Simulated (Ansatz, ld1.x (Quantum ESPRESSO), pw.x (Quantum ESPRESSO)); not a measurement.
# Mg (Z = 12): one change to the PAW potential, in the atom and in the diamond crystal

magnesium (Mg), PAW, made with ld1.x (Quantum ESPRESSO) 7.5 (LDA (PW92), scalar-relativistic). Core [Ne], reference 3s2 3p0. Waves: 3s (bound): rcut 1.85, rcutus 2.55 bohr; 3s channel at 0.45 Ry: rcut 1.85, rcutus 2.55 bohr; 3p (bound, empty): rcut 1.90, rcutus 2.55 bohr; 3p channel at 0.25 Ry: rcut 1.90, rcutus 2.55 bohr; 3d channel at 0.45 Ry: rcut 1.85, rcutus 2.40 bohr. Local part: all-electron potential smoothed inside 2.10 bohr (lloc = -1). Core correction: Bessel-smoothed model core inside 1.55 bohr. Augmentation charge: PSQ, inside the norm-conserving radii.

Change: reference 3s0.5 3p0; added wave 3d channel at 2.15 Ry: rcut 1.85, rcutus 2.40 bohr.

Cutoffs, loose and tight: the cutoffs (Ry, on a coarse ladder) from which the occupation-weighted sum of valence levels, in a spherical-Bessel basis at the reference potential, stays within 10 and 1 mRy of its value at 400 Ry. They do not see the model core or the augmentation charge, which bear on the density cutoff. Test errors are all-electron minus pseudo excitation energies from the reference, over the configurations 3s1 3p0; 3s1.5 3p0; 3s1 3p1; 3s0 3p1; 3s0 3p2 (two spin-polarised tests are not counted in the largest error); variants that change the core or the reference have their own tests.

Crystal test: diamond Mg in pw.x 7.5, no spin, 8³ k-points, Fermi–Dirac smearing 0.01 Ry, cutoffs set for each file from its atomic test. The reference is all-electron LAPW (Ansatz 0.2.0) with the same functional, mesh and smearing; V0 and B0 come from Birch–Murnaghan fits to the pressures at five volumes. Errors are pseudo minus all-electron; Δ is the rms difference of the E(V) curves that follow from these fits, minima aligned, over ±6 % about the mean V0. Mesh and smearing are coarse, so the numbers serve the comparison and aren't converged zero-temperature values; the lattice is a test structure that the element need not adopt.

All-electron: a0 = 6.700 Å (V0 = 37.60 Å³/atom), B0 = 12.5 GPa.

Task: Does the change bring the crystal closer to the all-electron result?

Result: The mean pressure error goes from +0.03 to +0.14 GPa, so the change moves the solid further from the all-electron pressures.

| quantity | base | changed |
| --- | --- | --- |
| outcome (atom) | generated | generated |
| cutoff, loose (atom) | 6 Ry | 6 Ry |
| cutoff, tight (atom) | 6 Ry | 6 Ry |
| bound ghosts (atom) | none | none |
| largest test error (meV) (atom) | -19 | -22 |
| cutoffs in pw.x (Ry) | 40/320 | 40/320 |
| a0 (Å) | 6.705 | 6.725 |
| a0 error (%) | +0.07 | +0.36 |
| B0 error (%) | +0.6 | -0.8 |
| Δ (meV/atom) | 0.2 | 1.1 |
| mean pressure error (GPa) | +0.03 | +0.14 |

 The atomic cutoffs weigh occupied waves only.
